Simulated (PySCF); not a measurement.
# Threshold energies of O2 in a plasma

CCSD(T) extrapolated to the basis-set limit (PySCF; O2 CCSD(T)/CBS(TQ)+CV+SR, O₂⁺ CCSD(T)/CBS(TQ)+CV+SR; CV core-valence, SR scalar-relativistic term); no spin–orbit coupling.

```
species  state (unpaired electrons)  Re (Å)  ωe (cm⁻¹)  energy of the minimum from the neutral (eV)  De (eV)  dissociates to
     O2              triplet (π ↑↑)   1.204       1610                                         0.00     5.19           O + O
    O₂⁺               doublet (π ↑)   1.113       1950                                        12.08     6.71          O⁺ + O
```

Work out the lowest energy to break O2 into atoms, from its vibrational ground state.

D0 = De − ωe/2 = 5.19 − 0.10 = 5.09 eV (composite CCSD(T)).

Work out the ionisation energy of the O atom at this level and the threshold of dissociative ionisation.

IE(O) = 12.08 + 6.71 − 5.19 = 13.60 eV, so O⁺ + O + e⁻ appears at D0 + IE(O) = 18.69 eV (composite CCSD(T)). The measured IE(O) is 13.618 eV (NIST ASD).

These are thermodynamic thresholds; the onsets seen under electron impact lie higher where the geometry changes, and cross-sections peak well above them.

States were picked by a PBE0 search and need not be the measured ground states.
